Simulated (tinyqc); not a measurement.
Worked calculation: CIS on RHF in the sto-3g basis, frozen core, for H2O, spin multiplicity 1. One step of it, computed by the program tinyqc.

Task: CIS singlet states. Diagonalise A (1 hartree = 27.211386 eV); each vector has its largest component positive (the first on a tie). The transition dipole is mu = sqrt2 sum c_ia <i|r|a>.

CIS matrix A, singlet (hartree), lower triangle:
```
           2>6        2>7        3>6        3>7       4>6       4>7       5>6       5>7
2>6   1.258957
2>7   0.000000   1.327741
3>6   0.000000   0.030279   0.625864
3>7  -0.051054   0.000000   0.000000   0.887366
4>6   0.075094   0.000000   0.000000  -0.132017  0.521255
4>7   0.000000  -0.014762  -0.048835   0.000000  0.000000  0.572401
5>6   0.000000   0.000000   0.000000   0.000000  0.000000  0.000000  0.336660
5>7   0.000000   0.000000   0.000000   0.000000  0.000000  0.000000  0.000000  0.419698
```

dipole integrals <i|r|a> (bohr):
```
             x          y          z
2>6   0.000000   0.000000   0.023861
2>7   0.000000  -0.085588   0.000000
3>6   0.000000   0.988742   0.000000
3>7   0.000000   0.000000  -0.653492
4>6   0.000000   0.000000   0.525967
4>7   0.000000  -0.783715   0.000000
5>6  -0.074424   0.000000   0.000000
5>7   0.000000   0.000000   0.000000
```

Give: singlet excitation energies; lowest vectors; oscillator strengths 2/3 w |mu|^2.

Result:

singlet excitation energies (eV): 9.161  11.421  12.914  14.788  17.773  24.908  34.766  36.175

lowest vectors:
```
     state 1  state 2  state 3  state 4  state 5  state 6
2>6    0.000    0.000   -0.072    0.000    0.000    0.200
2>7    0.000    0.000    0.000   -0.004   -0.050    0.000
3>6    0.000    0.000    0.000    0.511    0.859    0.000
3>7    0.000    0.000    0.296    0.000    0.000    0.940
4>6    0.000    0.000    0.953    0.000    0.000   -0.277
4>7    0.000    0.000    0.000    0.860   -0.510    0.000
5>6    1.000    0.000    0.000    0.000    0.000    0.000
5>7    0.000    1.000    0.000    0.000    0.000    0.000
```

oscillator strengths 2/3 w |mu|^2: 0.002  0.000  0.059  0.021  1.367  0.696
